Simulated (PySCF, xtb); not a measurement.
**Relaxing a trial structure of CH2BCl**

The starting geometry of this gas-phase triplet was built from a drawn formula by distance geometry and a force field; its bonds are those of `[B]CCl`.

```csv
atom,x (Å),y (Å),z (Å)
C,1.6667,1.4235,0.3658
B,0.0548,1.4362,0.3276
Cl,2.2467,-0.2136,-0.1335
H,2.0225,2.1836,-0.3161
H,1.9976,1.6430,1.4418
```

Where would you expect an optimisation with r2SCAN-D4/def2-SVP to take it?

It keeps its bonds, and is `[B]CCl`.

The energy falls by 0.21 eV over 10 steps:

```csv
step,E − E(last) (eV)
1,0.208
2,0.023
3,0.003
4,0.001
5,0.000
6,0.000
7,0.000
8,0.000
9,0.000
10,0.000
```

Final geometry (Å):

```tsv
atom	x (Å)	y (Å)	z (Å)
C	1.5469	1.3707	0.3579
B	0.0336	1.4964	0.3589
Cl	2.2882	-0.2672	-0.1536
H	1.9901	2.1228	-0.3176
H	1.9441	1.5762	1.3671
```

From the same start GFN2-xTB ends elsewhere, differing in C1–Cl3 (2.23 against 1.87 Å here).

The end wasn't checked by frequencies. Open shells are spin-unrestricted. The triplet needn't be the ground state. Run with PySCF 2.14.0, 120 s on 2 threads of Intel(R) Xeon(R) Processor @ 2.50GHz (Skylake/Cascade Lake) (shared host).
